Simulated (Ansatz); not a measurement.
# C₂H₂OS (SMILES c1cso1): single points off equilibrium

How do the functionals fare away from a minimum? The structure is a structure displaced at random from a GFN2-xTB minimum.

Program: Ansatz 0.2.0, Gaussian basis. Level of theory: single points in def2-TZVPP. These are calculated values, not measurements.

Correlated methods freeze the cores.

**1. The starting structure**

SMILES `c1cso1`, 6 atoms, charge 0, spin multiplicity 1.

Atoms are counted from 1 here; the program's logs count them from 0.

Bond lengths: C1–C2 1.304 Å, C1–O4 1.383 Å, C1–H5 1.217 Å, C2–S3 1.690 Å, C2–H6 1.091 Å, S3–O4 1.536 Å. Angles: C2–C1–O4 94.2°, C2–C1–H5 142.9°, O4–C1–H5 118.4°, C1–C2–S3 93.2°, C1–C2–H6 137.9°, S3–C2–H6 127.9°, C2–S3–O4 75.0°, C1–O4–S3 97.2°.

As a file:

```
C    -0.3449    0.2068   -0.5110
C     0.2281    0.2383    0.6594
S     0.6391   -1.4001    0.6088
O     0.0099   -1.1059   -0.7610
H    -0.6718    0.9078   -1.4509
H     0.3037    0.9221    1.5064
```

**2. CCSD(T)/def2-TZVPP**

Input file run/in.yaml:

```yaml
crystal:
  periodic: [false, false, false]
  atoms:
    - {symbol: C, position_ang: [-0.344900, 0.206800, -0.511000]}
    - {symbol: C, position_ang: [0.228100, 0.238300, 0.659400]}
    - {symbol: S, position_ang: [0.639100, -1.400100, 0.608800]}
    - {symbol: O, position_ang: [0.009900, -1.105900, -0.761000]}
    - {symbol: H, position_ang: [-0.671800, 0.907800, -1.450900]}
    - {symbol: H, position_ang: [0.303700, 0.922100, 1.506400]}
basis:
  gaussian: {orbitals: def2-TZVPP}
correlation: {method: ccsd_t}
output: {forces: true}
```

The command line of these runs was not kept.

**3. PBE0-D4/def2-TZVPP**

run/in.yaml: that of step 2 with these lines changed.

```diff
@@ -11,3 +11,3 @@
   gaussian: {orbitals: def2-TZVPP}
-correlation: {method: ccsd_t}
-output: {forces: true}
+hamiltonian: {xc: pbe0, dispersion: d4}
+output: {forces: true, orbitals: {seedname: orbitals}}
```

**4. wB97M-V/def2-TZVPP**

run/in.yaml: that of step 3 with these lines changed.

```diff
@@ -11,3 +11,3 @@
   gaussian: {orbitals: def2-TZVPP}
-hamiltonian: {xc: pbe0, dispersion: d4}
-output: {forces: true, orbitals: {seedname: orbitals}}
+hamiltonian: {xc: {name: wB97M-V}}
+output: {forces: true}
```

**5. r2SCAN-D4/def2-TZVPP**

run/in.yaml: that of step 4 with these lines changed.

```diff
@@ -11,3 +11,3 @@
   gaussian: {orbitals: def2-TZVPP}
-hamiltonian: {xc: {name: wB97M-V}}
+hamiltonian: {xc: r2scan, dispersion: d4}
 output: {forces: true}
```

**6. PBE-D4/def2-TZVPP**

run/in.yaml: that of step 5 with these lines changed.

```diff
@@ -11,3 +11,3 @@
   gaussian: {orbitals: def2-TZVPP}
-hamiltonian: {xc: r2scan, dispersion: d4}
+hamiltonian: {xc: pbe, dispersion: d4}
 output: {forces: true}
```

**7. SPW92/def2-TZVPP**

run/in.yaml: that of step 6 with these lines changed.

```diff
@@ -11,3 +11,3 @@
   gaussian: {orbitals: def2-TZVPP}
-hamiltonian: {xc: pbe, dispersion: d4}
+hamiltonian: {xc: lda}
 output: {forces: true}
```

**8. BHLYP-D4/def2-TZVPP**

run/in.yaml: that of step 7 with these lines changed.

```diff
@@ -11,3 +11,3 @@
   gaussian: {orbitals: def2-TZVPP}
-hamiltonian: {xc: lda}
+hamiltonian: {xc: {name: BHLYP}, dispersion: d4}
 output: {forces: true}
```

(Steps that only read results are left out.)

What does the calculation give? Wanted: energy less free atoms, CCSD(T)/def2-TZVPP; RMS force component; RMS force error; HOMO and LUMO, PBE0-D4; T1 diagnostic.

**Answer**, as computed:

```
                                  quantity                                                                                          value
energy less free atoms, CCSD(T)/def2-TZVPP                                                                                 -2150.0 kJ/mol
                       RMS force component                                                           2.691 to 3.114 eV/Å over the methods
                           RMS force error  PBE0-D4 0.355, wB97M-V 0.304, r2SCAN-D4 0.196, PBE-D4 0.150, SPW92 0.492, BHLYP-D4 0.538 eV/Å
                    HOMO and LUMO, PBE0-D4                                                                             -6.70 and -0.96 eV
                             T1 diagnostic                                                                                          0.017
```

What this shows: Against CCSD(T) the functionals' energies less atoms differ by -609.7 to +47.4 kJ/mol, PBE-D4 by -224.2 kJ/mol. The reference is not at the basis limit: in triple zeta CCSD(T) underbinds, which counts against methods that bind more; the gaps are no ranking. For forces PBE-D4 does best and BHLYP-D4 worst. Frozen-core CCSD(T) forces in triple zeta carry basis errors of their own, and this is one geometry, so small gaps rank nothing.
